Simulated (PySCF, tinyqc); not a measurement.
Inside a calculation. Method: RHF in the sto-3g basis, for LiH, spin multiplicity 1. The lowest restricted solution is unstable here: a spin-polarised one lies 0.0420 hartree lower (PySCF). One step of it, computed by the program tinyqc.

Task: Iteration 2: building the Fock matrix. J_ij = sum D_kl (ij|kl), K_ij = sum D_kl (ik|jl); F = H + J - 0.5 K; E = tr D H + tr D J / 2 - 0.25 tr D K + E_nn.

D after iteration 1, order 1Li 1s, 1Li 2s, 1Li 2px, 1Li 2py, 1Li 2pz, 2H 1s:
$$\begin{pmatrix}
2.065793 & -0.214193 & 0.006009 & 0.153618 & -0.060411 & -0.036211 \\
-0.214193 & 0.330624 & 0.178712 & -0.377743 & -0.176424 & 0.568767 \\
0.006009 & 0.178712 & 0.104296 & -0.209939 & -0.106404 & 0.328435 \\
0.153618 & -0.377743 & -0.209939 & 0.435884 & 0.209826 & -0.665533 \\
-0.060411 & -0.176424 & -0.106404 & 0.209826 & 0.109981 & -0.333623 \\
-0.036211 & 0.568767 & 0.328435 & -0.665533 & -0.333623 & 1.035731
\end{pmatrix}$$

core Hamiltonian H = T + V (hartree), order 1Li 1s, 1Li 2s, 1Li 2px, 1Li 2py, 1Li 2pz, 2H 1s:
$$\begin{pmatrix}
-4.605784 & -1.032733 & 0.000000 & 0.000000 & -0.005871 & -0.024090 \\
-1.032733 & -1.301544 & 0.000000 & 0.000000 & -0.066618 & -0.239360 \\
0.000000 & 0.000000 & -1.058895 & 0.000000 & 0.000000 & 0.000000 \\
0.000000 & 0.000000 & 0.000000 & -1.058895 & 0.000000 & 0.000000 \\
-0.005871 & -0.066618 & 0.000000 & 0.000000 & -1.104914 & -0.351113 \\
-0.024090 & -0.239360 & 0.000000 & 0.000000 & -0.351113 & -1.065646
\end{pmatrix}$$

Two-electron integrals (ij|kl) in chemists' order, unique and non-zero (hartree):
```
(11|11) 1.680395   (21|11) 0.265420   (21|21) 0.049941   (22|11) 0.397727
(22|21) 0.092860   (22|22) 0.290562   (31|31) 0.008981   (32|31) 0.013788
(32|32) 0.064184   (33|11) 0.396640   (33|21) 0.092880   (33|22) 0.290497
(33|33) 0.312946   (41|41) 0.008981   (42|41) 0.013788   (42|42) 0.064184
(43|43) 0.016869   (44|11) 0.396640   (44|21) 0.092880   (44|22) 0.290497
(44|33) 0.279207   (44|44) 0.312946   (51|51) 0.008981   (52|51) 0.013788
(52|52) 0.064184   (53|53) 0.016869   (54|54) 0.016869   (55|11) 0.396640
(55|21) 0.092880   (55|22) 0.290497   (55|33) 0.279207   (55|44) 0.279207
(55|55) 0.312946   (61|11) 0.005421   (61|21) 0.001049   (61|22) 0.002065
(61|33) 0.002032   (61|44) 0.002032   (61|51) 0.000161   (61|52) 0.000325
(61|55) 0.002132   (61|61) 0.000026   (62|11) 0.043725   (62|21) 0.010481
(62|22) 0.039367   (62|33) 0.036988   (62|44) 0.036988   (62|51) 0.001488
(62|52) 0.012498   (62|55) 0.044081   (62|61) 0.000282   (62|62) 0.013082
(63|31) 0.000428   (63|32) 0.002754   (63|53) 0.001416   (63|63) 0.000505
(64|41) 0.000428   (64|42) 0.002754   (64|54) 0.001416   (64|64) 0.000505
(65|11) 0.064248   (65|21) 0.015443   (65|22) 0.058858   (65|33) 0.054954
(65|44) 0.054954   (65|51) 0.002291   (65|52) 0.019466   (65|55) 0.066601
(65|61) 0.000421   (65|62) 0.020512   (65|65) 0.032237   (66|11) 0.199686
(66|21) 0.048149   (66|22) 0.195368   (66|33) 0.181211   (66|44) 0.181211
(66|51) 0.005866   (66|52) 0.064253   (66|55) 0.223382   (66|61) 0.001277
(66|62) 0.089292   (66|65) 0.142150   (66|66) 0.774606
```

nuclear repulsion = 0.59906854 hartree

Give: Coulomb J; exchange K; Fock matrix F; total energy of this density.

Result:

Coulomb J (hartree), order 1Li 1s, 1Li 2s, 1Li 2px, 1Li 2py, 1Li 2pz, 2H 1s:
$$\begin{pmatrix}
3.9603 & 0.6694 & 0.0053 & -0.0082 & 0.0003 & 0.0140 \\
0.6694 & 1.2745 & 0.0249 & -0.0479 & 0.0434 & 0.2127 \\
0.0053 & 0.0249 & 1.2536 & -0.0071 & -0.0027 & 0.0010 \\
-0.0082 & -0.0479 & -0.0071 & 1.2648 & 0.0052 & -0.0020 \\
0.0003 & 0.0434 & -0.0027 & 0.0052 & 1.2978 & 0.3245 \\
0.0140 & 0.2127 & 0.0010 & -0.0020 & 0.3245 & 1.3645
\end{pmatrix}$$

exchange K (hartree), order 1Li 1s, 1Li 2s, 1Li 2px, 1Li 2py, 1Li 2pz, 2H 1s:
$$\begin{pmatrix}
3.3807 & 0.4973 & 0.0223 & 0.0204 & -0.0377 & 0.0182 \\
0.4973 & 0.2504 & 0.0771 & -0.1440 & -0.0290 & 0.1836 \\
0.0223 & 0.0771 & 0.0784 & -0.0622 & -0.0130 & 0.0608 \\
0.0204 & -0.1440 & -0.0622 & 0.1766 & 0.0246 & -0.1237 \\
-0.0377 & -0.0290 & -0.0130 & 0.0246 & 0.0883 & 0.1106 \\
0.0182 & 0.1836 & 0.0608 & -0.1237 & 0.1106 & 0.8097
\end{pmatrix}$$

Fock matrix F (hartree), order 1Li 1s, 1Li 2s, 1Li 2px, 1Li 2py, 1Li 2pz, 2H 1s:
$$\begin{pmatrix}
-2.3358 & -0.6120 & -0.0058 & -0.0184 & 0.0133 & -0.0192 \\
-0.6120 & -0.1523 & -0.0136 & 0.0241 & -0.0087 & -0.1184 \\
-0.0058 & -0.0136 & 0.1555 & 0.0240 & 0.0038 & -0.0294 \\
-0.0184 & 0.0241 & 0.0240 & 0.1176 & -0.0071 & 0.0598 \\
0.0133 & -0.0087 & 0.0038 & -0.0071 & 0.1487 & -0.0820 \\
-0.0192 & -0.1184 & -0.0294 & 0.0598 & -0.0820 & -0.1060
\end{pmatrix}$$

total energy of this density = -7.485956 hartree
